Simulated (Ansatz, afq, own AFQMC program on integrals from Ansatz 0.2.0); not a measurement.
# BSiH₄ (doublet): quantum Monte Carlo beside coupled cluster at twist about Si1–B2 = 120.0°, 6-31G

Aim: compute BSiH₄ (doublet) with auxiliary-field quantum Monte Carlo on the same integrals as coupled cluster, and set the energies side by side.

Method: 6-31G, frozen cores; program: Ansatz 0.2.0, Gaussian basis, and an in-house AFQMC program (afq) on its integrals; all values are calculated.

Plan: PBE (unrestricted); r2SCAN (unrestricted); PBE0 (unrestricted); B3LYP (unrestricted); wB97M-V (unrestricted); B2PLYP (unrestricted); CCSD(T) on UHF; CCSDT(Q) on UHF; Phaseless AFQMC, CISD trial on UHF; Phaseless AFQMC, single-determinant trial on UHF.

2 further runs of the same task are left out: 2 that didn't finish.

## 1. The geometry

The geometry derives from a PBE0/def2-TZVP stationary point (not a proven minimum). One half is turned about the bond named; the halves are rigid.

6 atoms, charge 0, spin multiplicity 2.

Atoms are counted from 1 here; the program's logs count them from 0.

Bond lengths: Si1–B2 1.922 Å, Si1–H3 1.484 Å, Si1–H4 1.484 Å, B2–H5 1.194 Å, B2–H6 1.194 Å. Angles: B2–Si1–H3 124.8°, B2–Si1–H4 124.8°, H3–Si1–H4 110.4°, Si1–B2–H5 119.7°, Si1–B2–H6 119.7°, H5–B2–H6 120.6°.

## 2. PBE (unrestricted)

Input file in.yaml:

```yaml
crystal:
  periodic: [false, false, false]
  atoms:
    - {symbol: Si, position_ang: [0.000000, 0.000000, 0.562441]}
    - {symbol: B, position_ang: [0.000000, 0.000000, -1.359948]}
    - {symbol: H, position_ang: [0.000000, 1.218724, 1.409347]}
    - {symbol: H, position_ang: [0.000000, -1.218724, 1.409347]}
    - {symbol: H, position_ang: [0.898100, -0.518518, -1.952056]}
    - {symbol: H, position_ang: [-0.898100, 0.518518, -1.952056]}
basis:
  gaussian: {orbitals: 6-31G}
magnetization: {spin_polarized: true, initial_magnetization: 1}
hamiltonian: {xc: {name: PBE}}
output: {orbitals: {seedname: orbitals}}
```

Started as:

```sh
> ansatz run in.yaml --threads 1 --pin off --events-out ev --progress --plain --max-ram 1382MiB
```

Log:

```text
Functional definition: PBE
  name "PBE"
  cite "Perdew, Burke & Ernzerhof, Phys. Rev. Lett. 77, 3865 (1996) doi:10.1103/PhysRevLett.77.3865"
  parent pbe
  parameter kappa = 0.804
  parameter beta = 0.06672455060314922
  exchange = pbe_x(kappa = kappa, mu = beta*pi^2/3)
  correlation = pbe_c(beta = beta)
394 factors; integrals over basis functions are off by at most 2.3e-4 eV
mean field evaluation 1: about -8606.6948 eV, gradient 1.9e1 eV
mean field evaluation 2: about -8598.7893 eV, gradient 3.2e1 eV
mean field evaluation 4: about -8609.6722 eV, gradient 2.3e0 eV
mean field evaluation 8: about -8609.7139 eV, gradient 5.4e-2 eV
mean field evaluation 16: about -8607.5487 eV, gradient 6.1e0 eV
mean field -8609.71395755 eV, -316.4011520664 hartree, gradient 7.1e-5 eV, S^2 0.752589; 0 other end points of the search recorded, 0 dependent functions left out
reference -8609.71399060 eV, -316.4011532809 hartree; 12, 11 occupied and 18, 19 virtual orbitals, 394 factors
Total energy: -8609.71399060 eV, -316.4011532809 hartree
```

It took 3.3 s on 1 thread of AMD EPYC (Zen 3), shared host.

From the report: ⟨S²⟩ of the determinant 0.753 (pure doublet: 0.75).

## 3. r2SCAN (unrestricted)

Edit in.yaml of step 2 so:

```diff
@@ -12,3 +12,2 @@
 magnetization: {spin_polarized: true, initial_magnetization: 1}
-hamiltonian: {xc: {name: PBE}}
-output: {orbitals: {seedname: orbitals}}
+hamiltonian: {xc: {name: r2SCAN}}
```

Launched as before.

Log:

```text
Functional definition: r2SCAN
  name "r2SCAN"
  cite "Furness, Kaplan, Ning, Perdew & Sun, J. Phys. Chem. Lett. 11, 8208 (2020) doi:10.1021/acs.jpclett.0c02405"
  cite "Furness, Kaplan, Ning, Perdew & Sun, J. Phys. Chem. Lett. 11, 9248 (2020) doi:10.1021/acs.jpclett.0c03077"
  parent r2scan
  parameter k0 = 0.174
  parameter k1 = 0.065
  parameter a1 = 4.9479
  exchange = r2scan_x(k0 = k0, k1 = k1, a1 = a1)
  correlation = r2scan_c
394 factors; integrals over basis functions are off by at most 2.3e-4 eV
mean field evaluation 1: about -8611.6339 eV, gradient 1.6e1 eV
mean field evaluation 2: about -8608.9185 eV, gradient 2.3e1 eV
mean field evaluation 4: about -8613.8539 eV, gradient 1.4e0 eV
mean field evaluation 8: about -8613.8627 eV, gradient 4.2e-2 eV
mean field evaluation 16: about -8613.8627 eV, gradient 6.3e-6 eV
mean field -8613.86272305 eV, -316.5536163861 hartree, gradient 6.1e-6 eV, S^2 0.755670; 0 other end points of the search recorded, 0 dependent functions left out
reference -8613.86273378 eV, -316.5536167806 hartree; 12, 11 occupied and 18, 19 virtual orbitals, 394 factors
Total energy: -8613.86273378 eV, -316.5536167806 hartree
```

It took 4.1 s on 1 thread of AMD EPYC (Zen 3), shared host.

From the report: ⟨S²⟩ of the determinant 0.756 (pure doublet: 0.75).

## 4. PBE0 (unrestricted)

Edit in.yaml of step 3 so:

```diff
@@ -12,2 +12,3 @@
 magnetization: {spin_polarized: true, initial_magnetization: 1}
-hamiltonian: {xc: {name: r2SCAN}}
+hamiltonian: {xc: {name: PBE0}}
+output: {orbitals: {seedname: orbitals}}
```

The command is unchanged.

Log:

```text
Functional definition: PBE0
  name "PBE0"
  cite "Adamo & Barone, J. Chem. Phys. 110, 6158 (1999) doi:10.1063/1.478522"
  cite "Perdew, Burke & Ernzerhof, Phys. Rev. Lett. 77, 3865 (1996) doi:10.1103/PhysRevLett.77.3865"
  parent pbe
  parameter a = 0.25
  parameter kappa = 0.804
  parameter beta = 0.06672455060314922
  exchange = (1 - a)*pbe_x(kappa = kappa, mu = beta*pi^2/3) + a*exact_x
  correlation = pbe_c(beta = beta)
394 factors; integrals over basis functions are off by at most 2.3e-4 eV
mean field evaluation 1: about -8609.1512 eV, gradient 1.3e1 eV
mean field evaluation 2: about -8608.9371 eV, gradient 1.4e1 eV
mean field evaluation 4: about -8610.5981 eV, gradient 8.0e-1 eV
mean field evaluation 8: about -8610.7105 eV, gradient 1.0e-1 eV
mean field evaluation 16: about -8610.7108 eV, gradient 1.0e-4 eV
mean field -8610.71075208 eV, -316.4377835896 hartree, gradient 4.0e-6 eV, S^2 0.753990; 0 other end points of the search recorded, 0 dependent functions left out
reference -8610.71077710 eV, -316.4377845092 hartree; 12, 11 occupied and 18, 19 virtual orbitals, 394 factors
Total energy: -8610.71077710 eV, -316.4377845092 hartree
```

It took 2.8 s on 1 thread of AMD EPYC (Zen 3), shared host.

From the report: ⟨S²⟩ of the determinant 0.754 (pure doublet: 0.75).

## 5. B3LYP (unrestricted)

Edit in.yaml of step 4 so:

```diff
@@ -12,3 +12,2 @@
 magnetization: {spin_polarized: true, initial_magnetization: 1}
-hamiltonian: {xc: {name: PBE0}}
-output: {orbitals: {seedname: orbitals}}
+hamiltonian: {xc: {name: B3LYP}}
```

The command is unchanged.

Log, shortened:

```text
Functional definition: B3LYP
  name "B3LYP"
  cite "Stephens, Devlin, Chabalowski & Frisch, J. Phys. Chem. 98, 11623 (1994) doi:10.1021/j100096a001"
  cite "Becke, Phys. Rev. A 38, 3098 (1988) doi:10.1103/PhysRevA.38.3098"
  cite "Lee, Yang & Parr, Phys. Rev. B 37, 785 (1988) doi:10.1103/PhysRevB.37.785"
  cite "Vosko, Wilk & Nusair, Can. J. Phys. 58, 1200 (1980) doi:10.1139/p80-159"
[...]
394 factors; integrals over basis functions are off by at most 2.3e-4 eV
[...]
mean field -8615.97269269 eV, -316.6311563404 hartree, gradient 1.5e-5 eV, S^2 0.752593; 0 other end points of the search recorded, 0 dependent functions left out
reference -8615.97290868 eV, -316.6311642777 hartree; 12, 11 occupied and 18, 19 virtual orbitals, 394 factors
Total energy: -8615.97290868 eV, -316.6311642777 hartree
```

It took 2.5 s on 1 thread of AMD EPYC (Zen 3), shared host.

From the report: ⟨S²⟩ of the determinant 0.753 (pure doublet: 0.75).

## 6. wB97M-V (unrestricted)

Edit in.yaml of step 5 so:

```diff
@@ -12,2 +12,3 @@
 magnetization: {spin_polarized: true, initial_magnetization: 1}
-hamiltonian: {xc: {name: B3LYP}}
+hamiltonian: {xc: {name: wB97M-V}}
+output: {orbitals: {seedname: orbitals}}
```

Same command.

Log, shortened:

```text
Functional definition: wB97M-V
  name "wB97M-V"
  cite "Mardirossian & Head-Gordon, J. Chem. Phys. 144, 214110 (2016) doi:10.1063/1.4952647"
  cite "Becke, J. Chem. Phys. 107, 8554 (1997) doi:10.1063/1.475007"
  cite "Vydrov & Van Voorhis, J. Chem. Phys. 133, 244103 (2010) doi:10.1063/1.3521275"
  # Of w^i u^j: cxij and so on, Table III.
[...]
  gx(w, u) = 1 - cx + cx01*u + cx10*w
  gss(w, u) = css00 + css04*u^4 + css10*w + css20*w^2 + css43*w^4*u^3
  gos(w, u) = cos00 + cos10*w + (cos20 + cos21*u)*w^2 + (cos60 + cos61*u)*w^6
[...]
      + integral(e_c_pw_mod_opposite_spin*gos(b97_w_opposite, b97_u_opposite)) + vv10(b, c)
394 factors; integrals over basis functions are off by at most 2.3e-4 eV
155 factors; integrals over basis functions are off by at most 5.1e-6 eV
[...]
mean field -8613.69711728 eV, -316.5475304863 hartree, gradient 7.3e-5 eV, S^2 0.752183; 0 other end points of the search recorded, 0 dependent functions left out
reference -8613.69715234 eV, -316.5475317748 hartree; 12, 11 occupied and 18, 19 virtual orbitals, 394 factors
Total energy: -8613.69715234 eV, -316.5475317748 hartree
```

It took 11 s on 1 thread of AMD EPYC (Zen 3), shared host.

From the report: ⟨S²⟩ of the determinant 0.752 (pure doublet: 0.75).

## 7. B2PLYP (unrestricted)

Edit in.yaml of step 6 so:

```diff
@@ -12,3 +12,3 @@
 magnetization: {spin_polarized: true, initial_magnetization: 1}
-hamiltonian: {xc: {name: wB97M-V}}
-output: {orbitals: {seedname: orbitals}}
+hamiltonian: {xc: {name: B2PLYP}}
+correlation: {electrons: outside_noble_gas}
```

The command is unchanged.

Log, shortened:

```text
Functional definition: B2PLYP
  name "B2PLYP"
  cite "Grimme, J. Chem. Phys. 124, 034108 (2006) doi:10.1063/1.2148954"
  cite "Becke, Phys. Rev. A 38, 3098 (1988) doi:10.1103/PhysRevA.38.3098"
  cite "Lee, Yang & Parr, Phys. Rev. B 37, 785 (1988) doi:10.1103/PhysRevB.37.785"
[...]
394 factors; integrals over basis functions are off by at most 2.3e-4 eV
[...]
mean field -8608.77621548 eV, -316.3666906810 hartree, gradient 3.7e-6 eV, S^2 0.755282; 0 other end points of the search recorded, 0 dependent functions left out
6 core orbitals not correlated: weight in the atoms' cores, before any rotation towards them, 1.000 or more for the frozen orbitals, at most 0.000 for the correlated occupied ones
reference -8608.77635379 eV, -316.3666957635 hartree; 6, 5 occupied and 18, 19 virtual orbitals, 394 factors
second order -3.43517639 eV of doubles, -0.00000000 eV of singles
Total energy: -8609.70385141 eV, -316.4007806726 hartree
```

Wall time 3 s (1 thread of AMD EPYC (Zen 3), shared host).

From the report: ⟨S²⟩ of the determinant 0.755 (pure doublet: 0.75).

## 8. CCSD(T) on UHF

Edit in.yaml of step 7 so:

```diff
@@ -12,3 +12,2 @@
 magnetization: {spin_polarized: true, initial_magnetization: 1}
-hamiltonian: {xc: {name: B2PLYP}}
-correlation: {electrons: outside_noble_gas}
+correlation: {method: ccsd_t, electrons: outside_noble_gas, hamiltonian_folder: ham}
```

Same command.

Log, shortened:

```text
Functional definition: HF
  name "HF"
  cite "Fock, Z. Phys. 61, 126 (1930) doi:10.1007/BF01340294"
  parent pbe
[...]
394 factors; integrals over basis functions are off by at most 2.3e-4 eV
[...]
mean field -8593.25633815 eV, -315.7963457087 hartree, gradient 1.2e-6 eV, S^2 0.764044; 2 other end points of the search recorded, 0 dependent functions left out
determinant -8593.25633815 eV, -315.7963457087 hartree, with singles and doubles -8596.75656318 eV, -315.9249766059 hartree
determinant -8590.86801706 eV, -315.7085765276 hartree, with singles and doubles -8594.62827388 eV, -315.8467634169 hartree
6 core orbitals not correlated: weight in the atoms' cores, before any rotation towards them, 1.000 or more for the frozen orbitals, at most 0.000 for the correlated occupied ones
reference -8593.25633815 eV, -315.7963457087 hartree; 6, 5 occupied and 18, 19 virtual orbitals, 394 factors
second order -2.64275300 eV of doubles, -0.00000000 eV of singles
cycle   1  -3.50005931 eV  change    1.7e-4 eV  update   2.0e-3
[...]
cycle   9  -3.50043369 eV  change    3.1e-6 eV  update   1.9e-6
perturbative correction -0.06727505 eV, -0.0024723125 hartree
Total energy: -8596.82404689 eV, -315.9274565866 hartree
```

Wall time 4.3 s (1 thread of AMD EPYC (Zen 3), shared host).

From the report: ⟨S²⟩ of the determinant 0.764 (pure doublet: 0.75); correlation -3.5677 eV; T1 0.027; largest double amplitude 0.04.

This run also writes the integrals to the folder ham.

## 9. CCSDT(Q) on UHF

Edit in.yaml of step 8 so:

```diff
@@ -12,2 +12,2 @@
 magnetization: {spin_polarized: true, initial_magnetization: 1}
-correlation: {method: ccsd_t, electrons: outside_noble_gas, hamiltonian_folder: ham}
+correlation: {method: ccsdt_q, electrons: outside_noble_gas}
```

Same command.

Log, shortened:

```text
Functional definition: HF
  name "HF"
  cite "Fock, Z. Phys. 61, 126 (1930) doi:10.1007/BF01340294"
  parent pbe
[...]
678 factors; integrals over basis functions are off by at most 1.3e-7 eV
[...]
mean field -8593.25642742 eV, -315.7963489892 hartree, gradient 1.3e-6 eV, S^2 0.764044; 2 other end points of the search recorded, 0 dependent functions left out
determinant -8593.25642742 eV, -315.7963489892 hartree, with singles and doubles -8596.75665180 eV, -315.9249798626 hartree
determinant -8590.86810693 eV, -315.7085798302 hartree, with singles and doubles -8594.62836743 eV, -315.8467668548 hartree
6 core orbitals not correlated: weight in the atoms' cores, before any rotation towards them, 1.000 or more for the frozen orbitals, at most 0.000 for the correlated occupied ones
reference -8593.25642742 eV, -315.7963489892 hartree; 6, 5 occupied and 18, 19 virtual orbitals, 678 factors
second order -2.64278784 eV of doubles, -0.00000000 eV of singles
cycle   1  -3.20721022 eV  change   -5.6e-1 eV  update   6.9e-2
[...]
cycle  17  -3.58913697 eV  change    8.5e-8 eV  update   5.3e-7
perturbative correction -0.00193427 eV, -0.0000710830 hartree
Total energy: -8596.84749865 eV, -315.9283184229 hartree
```

Run time: 22 s. Hardware: 1 thread of AMD EPYC (Zen 3), shared host.

From the report: ⟨S²⟩ of the determinant 0.764 (pure doublet: 0.75); correlation -3.5911 eV; T1 0.027; largest double amplitude 0.04.

## 10. Phaseless AFQMC, CISD trial on UHF

It reads the integrals that the CCSD(T) run on this determinant wrote.

Started as:

```sh
> afq ham --method phaseless --trial cisd --walkers 80 --populations 1 --least-time 40 --time-step 0.005 --steps-per-block 50 --equilibration-blocks 40 --max-blocks 300 --target-error 0.0008 --factor-cut 1e-05 --start spin_pure --seed 1265 --release-times 0.24,0.51,0.99,1.62,2.4 --release-step 0.03 --release-every 4 --taylor-order 6
```

Log:

```text
orbitals 24  electrons 6 5  factors 175 of 394
reference energy -315.79634571 Eh
CCSD correlation -0.12863857 Eh in 12 cycles, weight of the determinant in the CISD state 0.9018
energy of the start -315.924763 Eh
 block  time / (1/Eh)  mean weight  energy / Eh
     1     0.250  1.0002  -315.923546
     2     0.500  1.0011  -315.923547
     3     0.750  0.9999  -315.924520
     4     1.000  1.0008  -315.924552
     5     1.250  1.0001  -315.925071
     6     1.500  0.9993  -315.925688
     7     1.750  0.9994  -315.925607
     8     2.000  1.0008  -315.926313
     9     2.250  1.0001  -315.930013
    10     2.500  0.9998  -315.926923
    11     2.750  0.9990  -315.927460
    16     4.000  0.9989  -315.927591
    21     5.250  0.9995  -315.926817
    26     6.500  1.0003  -315.926908
    31     7.750  0.9988  -315.926501
    36     9.000  1.0007  -315.928712
    41    10.250  1.0004  -315.928986
    46    11.500  0.9992  -315.931844
    51    12.750  1.0009  -315.930144
    56    14.000  1.0014  -315.927203
    61    15.250  0.9999  -315.927324
    66    16.500  0.9998  -315.924316
    71    17.750  1.0008  -315.928114
    76    19.000  0.9990  -315.930891
    81    20.250  0.9994  -315.929522
    86    21.500  1.0012  -315.932294
    91    22.750  0.9998  -315.930353
    96    24.000  0.9986  -315.928800
   101    25.250  0.9999  -315.927515
   106    26.500  1.0002  -315.928850
   111    27.750  1.0007  -315.927445
   116    29.000  1.0008  -315.929957
   121    30.250  0.9992  -315.927957
   126    31.500  0.9996  -315.927913
   131    32.750  1.0004  -315.927134
   136    34.000  1.0001  -315.930587
   141    35.250  1.0009  -315.927273
   146    36.500  1.0004  -315.927754
   151    37.750  1.0011  -315.927878
   156    39.000  1.0005  -315.931381
   161    40.250  0.9995  -315.925798
   166    41.500  1.0001  -315.928301
   171    42.750  1.0004  -315.928959
   176    44.000  1.0004  -315.928057
   181    45.250  1.0014  -315.928752
   186    46.500  0.9999  -315.930237
   191    47.750  1.0001  -315.928333
   196    49.000  0.9985  -315.927814
blocks merged  error / Eh  count
     1  0.000141  160
     2  0.000171  80
     4  0.000210  40
     8  0.000192  20
    16  0.000179  10
released: time / (1/Eh)  energy / Eh  error  mean overlap
  0.24  -315.928386  0.000231  1.0067
  0.51  -315.928113  0.000287  1.0127
  0.99  -315.928279  0.000259  1.0071
  1.62  -315.928612  0.000276  0.9847
  2.40  -315.928106  0.000313  0.9924
energy -315.928327 +/- 0.000210 Eh
```

It took 6.3 min on 1 thread of AMD EPYC (Zen 3), shared host.

Energy -8596.8477 ± 0.0057 eV. Caveats: constraint bias not in the error.

## 11. Phaseless AFQMC, single-determinant trial on UHF

It reads the integrals that the CCSD(T) run on this determinant wrote.

Started as:

```sh
> afq ham --method phaseless --trial hf --walkers 160 --populations 1 --least-time 40 --time-step 0.005 --steps-per-block 20 --equilibration-blocks 160 --max-blocks 600 --target-error 0.0024000000000000002 --factor-cut 1e-05 --start spin_pure --seed 3553 --taylor-order 6
```

Log:

```text
orbitals 24  electrons 6 5  factors 175 of 394
reference energy -315.79634571 Eh
CCSD correlation -0.12863857 Eh in 12 cycles, weight of the determinant in the CISD state 0.9018
energy of the start -315.796648 Eh
 block  time / (1/Eh)  mean weight  energy / Eh
     1     0.100  0.9990  -315.815693
     2     0.200  1.0007  -315.828934
     3     0.300  1.0008  -315.842202
     4     0.400  1.0005  -315.853833
     5     0.500  0.9998  -315.860709
     6     0.600  1.0007  -315.866305
     7     0.700  1.0000  -315.873062
     8     0.800  1.0004  -315.879944
     9     0.900  0.9991  -315.888390
    10     1.000  1.0000  -315.891771
    15     1.500  1.0005  -315.914022
    29     2.900  1.0003  -315.919324
    43     4.300  0.9992  -315.929154
    57     5.700  0.9998  -315.919394
    71     7.100  1.0004  -315.927522
    85     8.500  0.9998  -315.917015
    99     9.900  0.9997  -315.914652
   113    11.300  0.9995  -315.928890
   127    12.700  0.9999  -315.937295
   141    14.100  1.0005  -315.914257
   155    15.500  1.0003  -315.929879
   169    16.900  0.9993  -315.930152
   183    18.300  1.0001  -315.933008
   197    19.700  0.9998  -315.921643
   211    21.100  0.9999  -315.921190
   225    22.500  1.0005  -315.932157
   239    23.900  0.9993  -315.943756
   253    25.300  0.9997  -315.934903
   267    26.700  0.9997  -315.924627
   281    28.100  0.9991  -315.931471
   295    29.500  0.9958  -315.918936
   309    30.900  1.0005  -315.919505
   323    32.300  0.9998  -315.927067
   337    33.700  0.9996  -315.913033
   351    35.100  1.0007  -315.921993
   365    36.500  1.0006  -315.942351
   379    37.900  0.9996  -315.932591
   393    39.300  0.9996  -315.915456
   407    40.700  1.0001  -315.915906
   421    42.100  1.0005  -315.917106
   435    43.500  0.9991  -315.933136
   449    44.900  1.0004  -315.942655
   463    46.300  0.9987  -315.936280
   477    47.700  1.0003  -315.920304
   491    49.100  1.0001  -315.932491
   505    50.500  1.0003  -315.916433
   519    51.900  0.9994  -315.947348
   533    53.300  1.0001  -315.930245
   547    54.700  0.9985  -315.956201
blocks merged  error / Eh  count
     1  0.000515  400
     2  0.000703  200
     4  0.000950  100
     8  0.001253  50
    16  0.001523  25
    32  0.001573  12
energy -315.929249 +/- 0.001523 Eh
```

Wall time 5.6 min (1 thread of AMD EPYC (Zen 3), shared host).

Energy -8596.8728 ± 0.0415 eV. Caveats: constraint bias not in the error.

## 12. All levels side by side

On the UHF determinant, counted from CCSDT(Q) (a yardstick, not exact):

| level | energy (eV) | from CCSDT(Q) (kcal/mol) | statistical error (kcal/mol) | time |
| --- | --- | --- | --- | --- |
| HF | -8593.2563 | +82.81 |  |  |
| MP2 | -8595.8991 | +21.87 |  |  |
| CCSD | -8596.7568 | +2.09 |  |  |
| CCSD(T) | -8596.8240 | +0.54 |  |  |
| CCSDT(Q) | -8596.8475 | 0.00 |  |  |
| Phaseless AFQMC, CISD trial, step 0.005, 80 walkers | -8596.8477 | -0.01 | 0.13 | 6.3 min |
| Phaseless AFQMC, single-determinant trial, step 0.005, 160 walkers | -8596.8728 | -0.58 | 0.96 | 5.6 min |

The functionals' totals stand on their own zeros and serve differences with other points: PBE -8609.714 eV; r2SCAN -8613.863 eV; PBE0 -8610.711 eV; B3LYP -8615.973 eV; wB97M-V -8613.697 eV; B2PLYP -8609.704 eV.

## 13. Summary of results

```
                                                      quantity                  value
                                  CCSD(T) on UHF from CCSDT(Q)         +0.54 kcal/mol
              Phaseless AFQMC, CISD trial on UHF from CCSDT(Q)  -0.01 ± 0.13 kcal/mol
Phaseless AFQMC, single-determinant trial on UHF from CCSDT(Q)  -0.58 ± 0.96 kcal/mol
```

On UHF the phaseless walk with the CISD trial lies -0.01 kcal/mol from CCSDT(Q), within three error bars. Error bars are statistical and leave out the constraint, the time step and what remains of the start.
